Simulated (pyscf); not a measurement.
H₃Si–GeH₃ (SMILES [SiH3][GeH3]) + H• (SMILES [H]) → SiH₃• (SMILES [SiH3]) + GeH₂ (SMILES [GeH2]) [singlet] + H₂ (SMILES [H][H]), gas phase, doublet surface. Structures and frequencies: ωB97X-D3(BJ)/def2-SVP in PySCF. ΔG in kcal/mol from ωB97M-D3(BJ)/def2-TZVP energies (ideal gas, 1 atm, RRHO with modes under 100 cm⁻¹ raised to 100, one conformer, R ln 2 for chiral ones without a mode under 150 cm⁻¹).

| T (K) | ΔG |
|---|---|
| 298 | +16.2 |
| 600 | +4.6 |
| 900 | ? |
| 1200 | -16.7 |

Question: Fit a line to the three values, predict ΔG at 900 K, and estimate where the reaction turns favourable at 1 atm of each gas.

Answer: Least squares gives ΔG = +26.8 − 36.3 × T/1000 K, so ΔS is about +152 J/(mol K) and ΔH about +26.8 kcal/mol over this range (ΔH at 298 K: +27.7). At 900 K the line gives -5.9; the computed value is -6.3. ΔG = 0 falls near 740 K; 1 kcal/mol in the energy moves that by 28 K. This is thermodynamics alone and says nothing of the barrier. Elements up to Kr have no core potential and no relativistic terms here.
